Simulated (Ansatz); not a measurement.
The same path of C$_{4}$H$_{4}$ClN (10 atoms, charge 0, multiplicity 1) was run 3 times with different band settings. The coordinate that changes most is the dihedral H8–C2–C3–C4.

Theory: RKS PBE0-D4/def2-SVP (Ansatz).

Relaxed end points:

```xyz
10
Properties=species:S:1:pos:R:3
Cl -2.017 -0.419 1.529
C -0.437 -1.002 0.878
C 0.102 -0.044 -0.091
C 0.409 0.006 -1.391
N 0.843 1.472 -1.348
C 0.545 1.443 -0.105
H 0.220 -1.125 1.751
H -0.605 -1.984 0.415
H 0.404 -0.656 -2.260
H 0.620 2.259 0.625
```

```xyz
10
Properties=species:S:1:pos:R:3
Cl -0.049 -0.537 2.515
C -0.525 -0.997 0.834
C 0.021 -0.040 -0.132
C 0.883 -0.023 -1.154
N 0.733 1.479 -1.403
C -0.086 1.480 -0.421
H -0.150 -2.011 0.643
H -1.625 -1.013 0.828
H 1.514 -0.724 -1.705
H -0.635 2.335 -0.002
```

Common settings: movable images 5; spring 5.0 eV/Å²; start path IDPP; force threshold 0.05 eV/Å; iteration limit 60; end points relaxed.

| run | climbing image | optimiser | largest step |
| --- | --- | --- | --- |
| 1 | yes | quadratic models (default) | default |
| 2 | yes | lbfgs | 0.02 Å |
| 3 | from the first iteration | lbfgs | default |

(1) What does each run give, and how far can it be trusted?

## Answers

(1) Run 1: converged after 6 iterations, highest image 0.143 eV above the first end. A vibrational analysis at the climbing image gives one clearly imaginary mode, 115i cm⁻¹: a first-order saddle point.
Run 2: converged after 30 iterations, highest image 0.143 eV above the first end. Another band between the same ends (5 images) ends at a top of the same energy, where a vibrational analysis finds 1 clearly imaginary mode.
Run 3: converged after 30 iterations, highest image 0.143 eV above the first end. Another band between the same ends (5 images) ends at a top of the same energy, where a vibrational analysis finds 1 clearly imaginary mode.
